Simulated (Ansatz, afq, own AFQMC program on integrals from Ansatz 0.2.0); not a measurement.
GeHO, quartet: a scan with AFQMC

```xyz
3

Ge    0.0000   -0.0375    0.3220
O     0.0000    0.0862   -1.5290
H     0.0000    1.3375    1.0643
```

The Ge1–O2 distance is changed with both sides rigid. Energies in eV count from this geometry (1.855 Å) at the same level; the start stands on UHF, each point on the determinant named.

Basis cc-pVDZ. Only valence electrons are correlated. Integrals, coupled cluster, full CI and functionals: Ansatz 0.2.0; the random walks run on the same integrals in our own AFQMC program. ph-AFQMC/CISD is guided by a CISD state made of CCSD amplitudes; releasing the constraint for a short imaginary time cuts its bias at the price of noise, slowly where states lie close. Uncertainties: one standard error, sampling alone. No spin–orbit coupling.

Cautions, each for one point or more: inner d shell frozen; lower spins were not checked; no relativity below Rb; no spin-orbit coupling; unrestricted determinant slightly spin contaminated.

```tsv
r(Ge1–O2) / Å	det.	T1	weight	⟨S²⟩	r2SCAN	B2PLYP	CCSD(T)
1.641	UHF	0.019	0.91	3.76	0.805	0.824	0.847
2.020	UHF	0.030	0.89	3.80	0.110	0.114	0.103
2.538	UHF	0.036	0.87	3.83	1.204	1.139	1.042
3.484	UHF	0.011	0.91	3.77	1.917	1.424	1.202
5.038	UHF	0.009	0.91	3.77	2.037	1.505	1.267
```

Problem. Estimate the curve of CCSDT(Q), counted from the same start.

Solution. 
```tsv
r(Ge1–O2) / Å	det.	T1	weight	⟨S²⟩	CCSDT(Q)	ph-AFQMC/CISD	released AFQMC
1.641	UHF	0.019	0.91	3.76	0.859	0.875 ± 0.014	0.857 ± 0.021
2.020	UHF	0.030	0.89	3.80	0.087	0.116 ± 0.015	–
2.538	UHF	0.036	0.87	3.83	1.016	1.052 ± 0.017	1.012 ± 0.028*
3.484	UHF	0.011	0.91	3.77	1.228	1.224 ± 0.012	1.234 ± 0.018
5.038	UHF	0.009	0.91	3.77	1.295	1.281 ± 0.013	1.296 ± 0.019
```

Weight is that of the determinant in the CISD state; at the start T1 is 0.024 and the weight 0.90, and ⟨S²⟩ is 3.77. An asterisk marks released energies that aren't shown to be converged. A dash marks a missing value, a released energy that hasn't settled or a functional that sits on another state. Largest departures from CCSDT(Q), at the points where its series has closed: CCSD(T) -0.028 eV at 5.038 (on UHF), ph-AFQMC/CISD 0.037 eV at 2.538 (on UHF), released AFQMC 0.006 eV at 3.484 (on UHF) (within the noise), r2SCAN 0.742 eV at 5.038, B2PLYP 0.210 eV at 5.038. Functionals count only at points shown to share the start's state and spin. In this small basis the wave-function levels are far from their limit, so their gap to the functionals isn't the functionals' error.

A walk keeps the symmetry of its determinant, which the program's search chose and which needn't be the lowest solution, so a lower state of the same spin and another symmetry isn't excluded.
